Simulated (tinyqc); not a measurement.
The integration grid: Kohn-Sham TPSS on finer and finer grids in the sto-3g basis, for LiH, spin multiplicity 1. Computed by the program tinyqc with PySCF. Self-consistent on each grid; the net force on the molecule should vanish.

Geometry (angstrom):
```
atom       x       y       z
Li    0.0000  0.0000  0.0000
H     0.0000  0.0000  1.9260
```

Kohn-Sham energy on Becke grids (radial x angular points per atom):
```
grid       points  residual of the electron count  E (hartree)  E - finest (mhartree)  largest net force without grid terms (hartree/bohr)
10 x 14       274                        6.60e-02     -7.98734              -43.98319                                             5.02e-02
15 x 26       771                        4.28e-03     -7.94196                1.40026                                             1.51e-02
20 x 50      1989                        2.04e-03     -7.94443               -1.06429                                             9.25e-04
30 x 86      5143                        7.75e-04     -7.94361               -0.25018                                             1.18e-03
50 x 194    19362                        9.88e-06     -7.94337               -0.00761                                             4.97e-05
75 x 302    45224                       -1.74e-06     -7.94336                0.00114                                             1.47e-06
120 x 590  141425                       -2.90e-08     -7.94336                0.00000                                             7.54e-08
```

What does the comparison show, and why?

The energy is within 0.1 mhartree of the finest grid first at 50 x 194. The error has both signs, since quadrature is not variational. The electron count and the net force are cheap signs of a poor grid.
